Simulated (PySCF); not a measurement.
Basis-set dependence of SiB⁻ at CCSD

PySCF, ROHF reference; triplet, unpaired electrons σ ↑, π ↑; De to Si⁻ + B without counterpoise correction. Frozen cores follow the default of each basis and core potential.

| basis | relativity | functions | Re (Å) | ωe (cm⁻¹) | De (eV) | frozen orbitals |
| --- | --- | --- | --- | --- | --- | --- |
| def2-SVPD | no relativity | 44 | 1.866 | 845 | n/a | 6 |
| aug-pcseg-1 | no relativity | 50 | 1.876 | 809 | 2.85 | 6 |
| def2-TZVPPD | no relativity | 85 | 1.860 | 826 | n/a | 6 |

Question: How does each smaller set differ from the one with most functions, def2-TZVPPD?

Answer: def2-SVPD: +0.6 pm, +2.3 % in ωe; aug-pcseg-1: +1.6 pm, -2.1 % in ωe. All at CCSD; the set with most functions is neither the basis-set limit nor always the best.

Correlated steps freeze 6 core orbitals. Correlated levels converge slowly with the basis: in double zeta they bind strong bonds too weakly, by up to about 1 eV, and carry superposition errors of some tenths. For an ion De counts to the pair picked by the measured ionisation energies or electron affinities, which need not be the lowest pair at this level. The CCSD T1 diagnostic is raised in SiB⁻, a sign that a single reference may not be enough there. The state is the lowest determinant that a PBE0 search found; another state may lie lower at other levels.
